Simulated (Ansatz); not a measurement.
Geometry optimisation, RKS PBE0/def2-SVP (Ansatz).

Input:

```yaml
crystal:
  periodic: [false, false, false]
  atoms:
    - { symbol: B, position_ang: [0.0, 0.0, 0.0] }
    - { symbol: O, position_ang: [0.0, 0.0, 1.76] }
    - { symbol: H, position_ang: [-0.9095, -0.2814, 2.0971] }
    - { symbol: H, position_ang: [1.0305, 0.0, -0.595] }
    - { symbol: H, position_ang: [-1.0305, 0.0, -0.595] }
    - { symbol: "N", position_ang: [0.0829, 1.7537, 0.5833] }
    - { symbol: H, position_ang: [0.4765, 1.9752, 1.5423] }
    - { symbol: H, position_ang: [-0.2631, 2.537, -0.0414] }
    - { symbol: H, position_ang: [0.0529, 1.1189, 1.5507] }
basis:
  gaussian: { orbitals: def2-SVP }
hamiltonian:
  xc: pbe0
relax:
  f_tol: 0.15
  max_steps: 25
  restrain:
    - { distance: [0, 5], at: 1.55, k: 30.0 }
    - { distance: [8, 1], at: 1.01, k: 30.0 }
    - { distance: [0, 1], at: 2.61, k: 30.0 }
    - { distance: [8, 5], at: 2.26, k: 30.0 }
```

Command:

```bash
$ ansatz run input.yaml --threads 2 --pin off --max-ram 3072MiB --backend cpu --events-out ev --progress --plain --runs-dir out
```

Q: Where does it end, and by what steps?

A: The forces met the threshold. The restraints hold the end off the free minimum. After 9 steps the energy has fallen by 4.415 eV (the restraints' own energy left out); H7 moved furthest, 1.29 Å. Parted: N6–H9 (1.16 → 2.26 Å).

```csv
step,energy less start (eV),largest force component (eV/Å),accepted
0,0.0000,4.967,yes
1,-1.2963,5.165,yes
2,-1.9972,4.822,yes
3,-2.8622,3.167,yes
4,-3.4546,1.857,yes
5,-3.8287,1.929,yes
6,-4.1209,2.333,yes
7,-4.3027,2.274,yes
8,-4.3896,2.197,yes
9,-4.4146,2.235,yes
```

```xyz
9
Properties=species:S:1:pos:R:3
B 0.121 0.516 -0.233
O -0.218 -0.369 2.203
H -1.181 -0.417 2.207
H 1.169 -0.065 -0.346
H -0.933 0.063 -0.606
N 0.156 1.902 0.263
H 1.032 2.372 0.453
H -0.655 2.507 0.266
H -0.050 0.594 2.093
```

Time of the run: 13 s on 2 threads of Arm Neoverse V2, with other jobs on the host, peak memory 0.14 GiB.
